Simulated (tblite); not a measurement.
C3H5O3 (doublet state).
Z-matrix (Å and degrees, GFN2-xTB geometry), rows numbered from 1:
```
C 
C   1  1.4986
O   2  1.2136  1  124.53
O   2  1.3198  1  113.52  3  -179.07
C   4  1.4711  2  113.87  1   177.69
O   5  1.2579  4  115.76  2   127.15
H   1  1.0889  2  108.54  3    96.10
H   1  1.0859  2  109.88  3   -22.95
H   1  1.0860  2  109.74  3  -145.47
H   5  1.1565  4  100.36  2     4.50
H   5  1.1176  4  106.25  2  -101.59
```

Computed geometry: GFN2-xTB, gas phase. This method treats the open shell by occupation alone, without spin polarisation.

Masses are those of the commonest isotopes; rigid-rotor values at the optimised geometry. The values belong to one conformer with, in the numbering `[CH3:1][C:2](=[O:3])[O:4][CH2:5][O:6]`, C1–C2–O4–C5 178°, C2–O4–C5–O6 127°.

Q: Give the principal moments of inertia and the rotational constants in MHz.

A: Ia = 54.44, Ib = 222.36, Ic = 259.58 u·Å²; 505379 MHz·u·Å²/I gives A = 9283, B = 2273, C = 1947 MHz.

Q: Classify the top.

A: A near-prolate asymmetric top: κ = (2 × 2273 − 9283 − 1947)/(9283 − 1947) = -0.91.

Q: Is it planar, by Δ = Ic − Ia − Ib?

A: Not planar: Δ = Ic − Ia − Ib = -17.23 u·Å². For a rigid frame Δ = −2 Σ m c², so Σ m c² = 8.61 u·Å² lies off the ab plane: 3.80 from hydrogen and 4.82 from heavier atoms. The atom farthest from that plane is 1.46 Å away.

For this open shell read J as N, the rotation without spin; fine and hyperfine splittings come on top. Its GFN2-xTB frequencies are all real (lowest 23 cm⁻¹). No vibrational averaging or centrifugal distortion is included, and the geometry carries the error of its method.
